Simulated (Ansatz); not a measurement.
**Rock-salt HfN**

All values below come from r²SCAN in Ansatz (PAW).

Run with plane-wave cutoff 600 eV, 16×16×16 k mesh, Fermi–Dirac smearing 0.1 eV, finite displacements, force constants from a 4×4×4 q mesh, scalar-relativistic PAW data made under PBE.

Cell: relaxed at this level.

For rock-salt HfN, the TO(Γ) frequency comes out as 492 cm⁻¹ and the zero-point energy is 0.058 eV/atom.

Spin–orbit coupling is not included.

Cost on a shared machine: very roughly 100 core-minutes.

Ansatz is a program for electronic structure.
